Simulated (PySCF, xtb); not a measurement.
# A geometry optimisation of AlH2NS with r2SCAN-D4/def2-SVP

The starting geometry of this gas-phase singlet was built from a drawn formula by distance geometry and a force field; its bonds are those of `N[S][Al]`.

```xyz
5

Al    1.2093    1.2399   -1.1653
N    -1.7583    0.6213   -1.1219
S    -0.3334   -0.4280   -1.0335
H    -1.6881    1.1397   -1.9749
H    -1.6491    1.3523   -0.2910
```

Problem. Predict what it relaxes into with r2SCAN-D4/def2-SVP.

Solution. A new bond forms, giving a structure given below by its coordinates. Contacts that close: Al1–N2 (3.03 → 2.12 Å).

The energy falls by 0.91 eV over 18 steps:

| step | E − E(last) (eV) |
| --- | --- |
| 1 | 0.908 |
| 3 | 0.688 |
| 5 | 0.520 |
| 7 | 0.291 |
| 9 | 0.030 |
| 10 | 0.080 |
| 12 | 0.011 |
| 14 | 0.000 |
| 16 | 0.000 |
| 18 | 0.000 |

Final geometry (Å):

```xyz
5

Al    0.9638    1.1576   -1.1798
N    -1.1347    0.8986   -1.1273
S    -0.3551   -0.7228   -0.9863
H    -1.7273    0.9639   -1.9582
H    -1.7044    1.1178   -0.3068
```

From the same start GFN2-xTB reaches the same bonding as this run.

The end wasn't checked by frequencies. Run with PySCF 2.14.0, 110 s on 2 threads of Intel(R) Xeon(R) Platinum 8259CL CPU @ 2.50GHz (Skylake/Cascade Lake) (shared host).
